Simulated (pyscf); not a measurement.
Substitution at Si: `[SiH3][O][SiH3]` + `[F][C]([F])[F]` [doublet] → `[F][C]([F])([F])[SiH2][O][SiH3]` + `[H]` [doublet]

Gas phase, doublet surface, charge 0. Bonds broken: Si1–H4. Bonds formed: Si1–C11. Single points on ωB97X-D3(BJ)/def2-SVP structures (PySCF, gas phase).

Transition state (Å):

```xyz
13

Si    -1.8416     0.2711     0.2734
O     -0.6559    -0.0876    -0.8180
Si     0.9810    -0.3642    -0.9745
H     -3.1426    -0.1358    -0.5008
H     -2.1056    -0.7633     1.3317
H     -2.5336     1.6436     0.0995
H      1.3908    -1.4951    -0.0959
H      1.2419    -0.7149    -2.3955
H      1.7461     0.8593    -0.6100
F     -1.4679     1.6450     2.7072
C     -0.7499     1.3372     1.6247
F      0.2930     0.5790     2.0121
F     -0.2553     2.4659     1.1085
```

One imaginary mode, 621i cm⁻¹; descent along it reached the two sides named.

```csv
bond,change,reactant side (Å),saddle,product side
Si1–H4,breaks,1.492,1.568,3.7
Si1–C11,forms,3.4,2.038,1.927
```

Electronic energies relative to the separated reactants (kJ/mol):

```csv
level,barrier,reaction energy,reverse barrier
ωB97X-D3(BJ)/def2-TZVP,73.2,+26.3,46.9
PBE/def2-TZVP,45.3,+36.9,8.4
r²SCAN/def2-TZVP,49.7,+44.4,5.3
B3LYP-D3(BJ)/def2-TZVP,67.6,+44.3,23.3
PBE0-D3(BJ)/def2-TZVP,59.5,+32.8,26.7
M06-2X/def2-TZVP,73.0,+25.8,47.2
ωB97M-D3(BJ)/def2-TZVP,74.0,+27.7,46.3
HF/def2-TZVP,196.7,+58.8,137.8
```

With ωB97M-D3(BJ)/def2-TZVP energies and thermal terms (ideal gas, 1 atm, RRHO with modes under 100 cm⁻¹ raised to 100, one conformer, R ln 2 for chiral ones without a mode under 150 cm⁻¹), in kJ/mol:

```csv
T (K),ΔH‡,ΔG‡,ΔH,ΔG
298,65.6,117.2,+17.8,+39.7
600,70.0,167.7,+24.9,+59.1
900,74.2,215.7,+31.0,+74.9
1200,78.0,262.3,+36.4,+88.7
```

F–C(F)(F)–SiH₂–O–SiH₃ lies 167.6 kJ/mol over its isomer F–CH(F)–SiH(F)–O–SiH₃ (electronic energy, ωB97M-D3(BJ)). This is the saddle that the search found; another between the same sides may lie lower. The angle at the attacked Si is 155°.
